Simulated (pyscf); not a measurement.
Thermochemistry of product channels of H₃Ge–AsH₂ + silylene (SiH₂) [singlet] on the singlet surface, in kcal/mol, from ωB97M-D3(BJ)/def2-TZVP energies (ideal gas, 1 atm, RRHO with modes under 100 cm⁻¹ raised to 100, one conformer, R ln 2 for chiral ones without a mode under 150 cm⁻¹). PySCF, gas phase, ωB97X-D3(BJ)/def2-SVP geometries.

| products | ΔE | ΔH(298 K) | ΔG(600 K) | ΔG(900 K) |
|---|---|---|---|---|
| H₃Si–GeH₂–AsH₂ | -59.2 | -56.3 | -35.3 | ___ |
| H₃Si–AsH–GeH₃ | ___ | -59.5 | -37.8 | -27.4 |

### Question
Fill in the missing entries.

### Answer

- H₃Si–GeH₂–AsH₂, ΔG(900 K): -25.4
- H₃Si–AsH–GeH₃, ΔE: -62.6

These are energies of the channels, which say nothing of barriers. Elements up to Kr have no core potential and no relativistic terms here.
